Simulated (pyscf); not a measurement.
Optimised with ωB97X-D3(BJ)/def2-SVP in PySCF.

SMILES: [CH3][Zn][SH]
```xyz
7

C     -0.4224     1.8771    -0.9366
Zn     0.0678     0.0144    -0.7249
S      0.6344    -2.0788    -0.4849
H      0.4468     2.5350    -0.7712
H     -1.2038     2.1713    -0.2169
H     -0.8056     2.0797    -1.9500
H     -0.6419    -2.5092    -0.5629
```

Question: What is the homolytic dissociation enthalpy (298 K, ωB97M-D3(BJ)/def2-TZVP) of the H–S bond of H₃C–Zn–SH, to H₃C–Zn–S• + H•?

Answer: H–S to H₃C–Zn–S• + H•: 3.90 eV. The 7 functionals that were run give +3.81 (PBE0-D3(BJ)) to +3.90 eV (ωB97M-D3(BJ)). The radicals are drawn with the spin at the cut bond; how far it spreads was not checked. Other isomers of H₃C–Zn–S• were not searched in full and may lie lower. Elements up to Kr have no core potential and no relativistic terms here.
